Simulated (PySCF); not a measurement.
**Oscillator strengths, rates and cross-sections**

Compound: C3H2FNS.
InChI=1S/C3H2FNS/c4-3-1-2-6-5-3/h1-2H

Computed with PySCF 2.14.0, density-fitted response routines, TDDFT CAM-B3LYP/def2-SVPD, vertical, gas phase, core orbitals frozen in the response. Isolated species at its PBE0-D3(BJ)/def2-SVP geometry, gas phase.

Computed singlets with f of 0.002 or more:

| state | λ (nm) | f |
| --- | --- | --- |
| S1 | 217.8 | 0.140 |
| S4 | 192.5 | 0.057 |
| S6 | 170.1 | 0.0079 |
| S7 | 163.6 | 0.013 |
| S8 | 161.4 | 0.0070 |
| S9 | 157.2 | 0.022 |
| S10 | 156.6 | 0.0097 |

Turn these into Einstein A coefficients, radiative lifetimes, transition dipoles and integrated cross-sections.

A / s⁻¹ = 0.6670 f (ν̃ / cm⁻¹)² and τ = 1/A in vacuum; |μ| follows from f = (2/3) ΔE |μ|² (atomic units, 1 au = 2.5417 D); ∫σ dE = 109.76 f Mb·eV.

```tsv
state	A (s⁻¹)	τ	|μ| (D)	∫σ dE (Mb·eV)
S1	2.0×10⁸	5.1 ns	2.55	15
S4	1.0×10⁸	9.8 ns	1.52	6.2
S6	1.8×10⁷	55 ns	0.53	0.86
S7	3.2×10⁷	32 ns	0.66	1.4
S8	1.8×10⁷	55 ns	0.49	0.77
S9	5.8×10⁷	17 ns	0.85	2.4
S10	2.6×10⁷	38 ns	0.57	1.1
```

Leading configurations: S1 H→L (93%); S4 H-1→L (92%); S6 H→L+2 (89%); S7 H→L+3 (69%); S8 H-2→L+1 (81%); S9 H-1→L+2 (60%); S10 H-3→L (65%) (H = HOMO, L = LUMO).

The rates are for emission to S0 at the absorption energy, with no other channel.

What is the integrated cross-section of all computed states together?

Σf = 0.259 over S1 to S10, so 109.76 × Σf ≈ 28.4 Mb·eV.

Which computed singlets stay under f = 0.002?

S2 (5.97 eV, f 0.0008), S3 (6.34 eV, f 0.0018) and S5 (6.95 eV, f 0.0004).

How much energy does a mole of photons resonant with S1 carry?

5.691 eV × 96.485 = 549 kJ/mol (131 kcal/mol).

The vertical ionisation energy (ΔSCF) is 9.91 eV, 1.99 eV above S10.

Hardware: Arm Neoverse V2, one thread, no GPU, on a shared host. Cost: 61 s.
